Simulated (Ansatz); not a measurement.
# SiH₂ (singlet): wave-function methods side by side at angle H2–Si1–H3 = 84.2°, cc-pVDZ

How much of the correlation energy of SiH₂ (singlet) does each wave-function method recover here?

The runs use Ansatz 0.2.0, Gaussian basis; cc-pVDZ, core rule «outside noble gas», up to 5 orbitals frozen.

Plan: UHF; CCSD(T) on RHF; CCSD(T) on UHF; BCCD(T) on RHF; CISD; CCSDT(Q) on RHF; CCSDT(Q) on UHF; CCSDTQ on RHF; CASSCF and MRCISD+Q, 2 electrons in 2 orbitals; CASSCF and NEVPT2, 2 electrons in 2 orbitals; CASSCF and MRCISD+Q, 6 electrons in 6 orbitals; CASSCF and NEVPT2, 6 electrons in 6 orbitals; Full CI.

9 further runs of the same task are left out: 1 for a mislabelled method, 7 that didn't finish, 1 set aside as unsound or not needed.

**1. The geometry**

The geometry derives from a PBE0/def2-TZVP stationary point (not a proven minimum). One angle is set to the value named; bond lengths are kept.

3 atoms, charge 0, spin multiplicity 1.

Atoms are counted from 1 here; the program's logs count them from 0.

Bond lengths: Si1–H2 1.526 Å, Si1–H3 1.526 Å. Angles: H2–Si1–H3 84.2°.

As a file:

```mol
H2Si
  3D, bonds by distance, orders not assigned

  3  2  0  0  0  0  0  0  0  0999 V2000
    0.0000   -0.0758    0.0000 Si  0  0
    0.0000    1.0561   -1.0228 H   0  0
    0.0000    1.0561    1.0228 H   0  0
  1  2  8  0
  1  3  8  0
M  END
```

**2. UHF**

File in.yaml:

```yaml
crystal:
  periodic: [false, false, false]
  atoms:
    - {symbol: Si, position_ang: [0.000000, -0.075804, 0.000000]}
    - {symbol: H, position_ang: [0.000000, 1.056108, -1.022761]}
    - {symbol: H, position_ang: [0.000000, 1.056108, 1.022761]}
basis:
  gaussian: {orbitals: cc-pVDZ}
magnetization: {spin_polarized: true, initial_magnetization: 0}
hamiltonian: {xc: hf}
output: {orbitals: {seedname: orbitals}}
```

The run is started by

```sh
$ ansatz run in.yaml --threads 1 --pin off --events-out ev --progress --plain --max-ram 2393MiB
```

The runs that follow: CCSD(T) on RHF; CCSD(T) on UHF; BCCD(T) on RHF; CISD; CCSDT(Q) on RHF; CCSDT(Q) on UHF; CCSDTQ on RHF; CASSCF and MRCISD+Q, 2 electrons in 2 orbitals; CASSCF and NEVPT2, 2 electrons in 2 orbitals; CASSCF and MRCISD+Q, 6 electrons in 6 orbitals; CASSCF and NEVPT2, 6 electrons in 6 orbitals; Full CI.

**Question.** What will the summary of the whole plan be? Wanted: FCI below the RHF energy; RMP2 from FCI; RCCSD from FCI; RCCSD(T) from FCI; RCCSDT(Q) from FCI; NEVPT2 pair from FCI; MRCISD+Q pair from FCI; NEVPT2 valence from FCI; T1 diagnostic.

**Answer**, as computed:

| quantity | value |
| --- | --- |
| FCI below the RHF energy | -3.2779 eV |
| RMP2 from FCI | +857.2 meV |
| RCCSD from FCI | +81.9 meV |
| RCCSD(T) from FCI | +19.7 meV |
| RCCSDT(Q) from FCI | +0.7 meV |
| NEVPT2 pair from FCI | +764.6 meV |
| MRCISD+Q pair from FCI | -14.4 meV |
| NEVPT2 valence from FCI | +625.8 meV |
| levels within 1 kcal/mol (43 meV) | RCCSD(T), BCCD(T), RCCSDT, RCCSDT(Q), RCCSDTQ, MRCISD+Q pair, MRCISD+Q valence |
| T1 diagnostic | 0.014 |
| effectively unpaired electrons | 0.08 |

**Reading.** RCCSD(T) lands +19.7 meV from the yardstick (0.6 % of the correlation energy). MRCISD+Q pair falls below full CI: the +Q correction isn't variational, and the cores differ from full CI's. One determinant dominates. Of the multireference levels listed MRCISD+Q valence comes nearest in total energy (+11.5 meV), which doesn't show that its space is the better one. These misses are within one basis, not against nature.
